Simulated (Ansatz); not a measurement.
A nudged elastic band was laid between two geometries of BFH4O (7 atoms, charge 0, multiplicity 1).

All numbers below come from RKS PBE0/def2-SVP in Ansatz 0.2.0.

* movable images: 5
* climbing image: yes
* spring: 5.0 eV/Å²
* optimiser: quadratic models (default)
* start path: through a guess of the saddle point
* force threshold: 0.05 eV/Å
* iteration limit: 60
* end points: relaxed

First end point:

```xyz
7
Properties=species:S:1:pos:R:3
B 0.038 0.027 0.124
H 0.204 0.666 1.149
H 0.920 0.019 -0.718
F -1.245 0.031 -0.370
O 0.170 -1.567 0.728
H -0.027 -2.170 -0.004
H -0.540 -1.692 1.375
```

Last end point:

```xyz
7
Properties=species:S:1:pos:R:3
B -0.061 -0.316 -1.024
H 0.293 -0.862 3.456
H 0.755 0.544 -1.226
F -0.962 -0.611 -1.958
O -0.065 -0.982 0.144
H -0.761 -1.648 0.195
H 0.321 -0.813 2.697
```

Which bonds break or form, and what moves?

Bonds broken: B1–H2, O5–H7. Bonds formed: H2–H7. BFH4O becomes BFH2O + H2.

What energy profile does the band end with?

It converged. The highest image is number 2 of 0 to 6, 21.2 kcal/mol above the first end and 42.2 kcal/mol above the last; the last end lies 21.1 kcal/mol below the first. Neighbouring images differ by up to 1.7 eV, so the band resolves the path poorly. A vibrational analysis at the climbing image gives one clearly imaginary mode, 1372i cm⁻¹: a first-order saddle point. The orbitals stay closed-shell, which can raise the energy where a bond breaks towards radicals; this wasn't checked here.

```
image  path coordinate (Å)  energy (kcal/mol)  B1–H2 (Å)  O5–H7 (Å)  H2–H7 (Å)
    0                 0.00                0.0       1.22       0.97       2.48
    1                 0.94                0.8       1.22       0.97       2.15
    2                 1.88               21.2       1.38       1.24       1.05
    3                 2.99              -17.7       2.37       2.30       0.76
    4                 4.10              -20.7       3.42       2.74       0.76
    5                 5.21              -21.0       4.11       2.62       0.76
    6                 6.32              -21.1       4.53       2.59       0.76
```

What is the geometry of the highest image?


```xyz
7
Properties=species:S:1:pos:R:3
B 0.031 -0.239 0.017
H -0.104 0.142 1.338
H 1.021 0.303 -0.410
F -1.155 -0.070 -0.609
O 0.263 -1.732 0.396
H -0.575 -2.197 0.262
H 0.040 -0.894 1.289
```

The run took 2.6 min on 1 thread of Arm Neoverse V2, with other jobs on the host, peak memory 0.082 GiB.
